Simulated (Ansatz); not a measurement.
Relaxed structures of NaSi2H5, singlet (PBE0-D4/def2-TZVP; forces vanish, vibrations not checked; lower isomers may exist, and structures with a doubtful reference or unclear bonds are left out; Å). Computed with Ansatz 0.2.0 (basis: def2-TZVPP); correlated methods freeze the cores. The outer core shell of Li, Na, Mg and K is correlated. The def2 sets are not built for correlating such inner shells, so the correlated values are less sure here.

(1) Rank them by CCSD(T) energy, lowest first, and give each one's height above the lowest. Links in brackets join atoms within 1.22 times the sum of their covalent radii (1.1 for two metals). (An estimate is asked for; the value comes from the calculation.)
A.
NaSi₂H₅ ([SiH2][Si]123[H][Na]1([H]2)[H]3)
```
8
angstrom
Na 1.9198 -2.2893 2.1027
Si -0.6528 0.7478 -0.9009
Si 0.6241 -0.6651 0.4379
H -0.2683 -0.1563 -2.0754
H 0.5965 1.6248 -1.0207
H 0.9244 -0.2267 1.8787
H 2.0507 -1.1850 0.1429
H 0.0423 -2.0388 0.8035
```
B.
NaSi₂H₅ ([H]1[SiH2]2[Si]34[H][Na]123[H]4)
```
8
angstrom
Na 1.1719 0.1890 -1.7800
Si -1.3047 0.8246 -0.5655
Si 0.1317 -0.4179 0.8813
H -1.0393 -0.1284 -1.7721
H -0.1612 1.7979 -0.9892
H 0.4953 0.3173 2.1275
H 1.5110 -0.8328 0.3518
H -0.4400 -1.7317 1.2969
```
C.
NaSi₂H₅ ([Na][SiH2][SiH3])
```
8
angstrom
Na -2.8910 1.4776 -0.4159
Si -0.3631 0.5599 -0.9695
Si 0.5601 -0.5963 0.8400
H -0.2297 -0.4170 -2.1060
H 0.6824 1.5948 -1.2849
H 0.6212 0.2852 2.0477
H 1.9342 -1.1568 0.6613
H -0.3141 -1.7474 1.2273
```

No T1 diagnostic of these runs exceeds 0.015.

Answers

(1) Computed: C (0.000 eV), B (0.052 eV), A (0.919 eV). Heights count from the lowest.

For scale, one of the runs: CCSD(T)/def2-TZVPP, 186 basis functions, launched by `ansatz run in.yaml --threads 2 --pin off --events-out ev --progress --plain --max-ram 4352MiB`. The run took 51 s on 2 CPU threads of an Arm Neoverse V1 (shared host), with 1.8 GiB of host memory at its peak.
